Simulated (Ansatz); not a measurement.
Worked example: correlation energy of F–CH–Ga, doublet

Geometry: that of the F–CH–Ga, quartet, kept fixed.

```xyz
4

F     0.0000   -0.3367    2.0939
C     0.0000    0.5393    1.0976
Ga    0.0000   -0.0239   -0.7806
H     0.0000    1.5709    1.4478
```

Basis cc-pVDZ; Ansatz 0.2.0. Correlated methods freeze the noble-gas cores and the filled d shells of p-block atoms, which leaves 15 electrons in 44 orbitals. R marks a restricted (for open shells ROHF) determinant, U an unrestricted one. No spin–orbit coupling is included, and no scalar relativity.

Full CI isn't at hand for all of this; UCCSDT(Q) serves as the reference, and is uncertain by about the last step of the cluster series.

Runs differ by some tens of microhartree through their thresholds and, for an open shell, their frozen cores, so steps under 0.03 kcal/mol mean nothing.

| level | total energy (hartree) |
| --- | --- |
| UHF | -2061.035753 |
| UMP2 | -2061.373627 |
| UCCSD | -2061.403935 |
| UCCSD(T) | -2061.412382 |
| UCCSDT | -2061.413372 |
| UCCSDT(Q) | -2061.414124 |

What is the correlation energy at UCCSDT(Q), and what share of it do UMP2 and UCCSDT recover?

E(corr) = -2061.414124 − (-2061.035753) = -0.378371 hartree = -10.296 eV. UMP2: -0.337874 / -0.378371 = 89.30 %. UCCSDT: -0.377619 / -0.378371 = 99.80 %.

By how many kcal/mol does UCCSD(T) miss UCCSDT(Q) (1 hartree = 627.509 kcal/mol), and which steps make up the rest?

-2061.412382 − (-2061.414124) = 0.001742 hartree = 1.09 kcal/mol. Steps: UCCSDT − UCCSD(T) = -0.62, UCCSDT(Q) − UCCSDT = -0.47 kcal/mol. Differences between like states or geometries often cancel part of this.
